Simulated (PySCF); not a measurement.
Mapped SMILES: `[CH2:1]1[CH2:2][NH:3][CH2:4]1`; H(Xn) means a hydrogen on atom n.

- shieldings: GIAO PBE0/pcSseg-1
- GFN2-xTB geometry
- run in PySCF 2.14
- no solvent model, a single conformation, non-relativistic Hamiltonian, rapidly exchanging positions averaged

Shifts are taken against calculated references (same method and geometry level): TMS for $^{13}$C, $^{1}$H; NH3 for $^{15}$N.

```
      atoms   nucleus  count  δ (ppm)
H(C2)/H(C4)   $^{1}$H      4     3.83
      H(N3)   $^{1}$H      1     0.35
         C1  $^{13}$C      1     21.4
         N3  $^{15}$N      1        ?
      H(C1)   $^{1}$H      2        ?
      C2/C4  $^{13}$C      2     50.6
```

Q: Fill in the missing shifts.

A: 
- H(C1): 2.27 ppm, hydrogen on an sp3 CH2 in a ring
- N3: 32.1 ppm, amine nitrogen

Exchangeable OH/NH protons stand at their gas-phase positions; hydrogen bonding in a real sample shifts them, mostly to higher δ. Shifts are as computed. Against solution values, carbons near 30 ppm lie about +3 ppm off and those near 130 ppm about +5 ppm. Of 1211 compounds with measured shifts, 218 miss one by over three times the rms of a fit or turn the order of signals round; such compounds aren't used in these exercises. Experimental scales use liquid or dissolved standards, which lie at an offset from isolated NH3 (liquid NH3: subtract about 20 ppm).
